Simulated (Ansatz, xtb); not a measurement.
## A geometry optimisation of BFH2Si− with r2SCAN-D4/def2-SVPD

The starting geometry of this gas-phase doublet has its atoms placed at random.

| atom | x (Å) | y (Å) | z (Å) |
| --- | --- | --- | --- |
| B | 1.2541 | -0.9508 | 0.8265 |
| F | 0.4230 | -0.9084 | -0.8178 |
| Si | 0.1814 | 0.1027 | 1.6745 |
| H | 0.8251 | 1.1575 | 0.6664 |
| H | 0.7157 | -1.5193 | -0.0229 |

Question: One run relaxed it with r2SCAN-D4/def2-SVPD. What is a likely outcome?

Answer: It ends as a structure given below by its coordinates. Distances that change by over a tenth: B1–Si3 (1.73 → 2.00 Å). Contacts that open: F2–H5 (1.04 → 2.15 Å). Contacts that close: B1–F2 (1.84 → 1.39 Å).

The energy falls by 6.03 eV over 15 steps:

```csv
step,E − E(last) (eV)
1,6.029
3,3.851
4,3.587
6,2.836
7,2.399
9,0.239
10,0.049
12,0.004
13,0.002
15,0.000
```

Final geometry (Å):

```xyz
5

B     0.7565   -1.0078    0.2691
F     0.4457   -0.7141   -1.0521
Si    0.7978    0.2935    1.7912
H     0.3854    1.5222    0.9336
H     1.0138   -2.2120    0.3849
```

From the same start GFN2-xTB ends elsewhere, at `[BH][SiH-]F`.

From so rough a start the end depends on the optimiser's path, so another program may land elsewhere. The end wasn't checked by frequencies. Open shells are spin-unrestricted. Run with Ansatz 0.2.0, 57 s on 1 thread of Intel(R) Xeon(R) 6975P-C (Granite Rapids), with other jobs on the host.
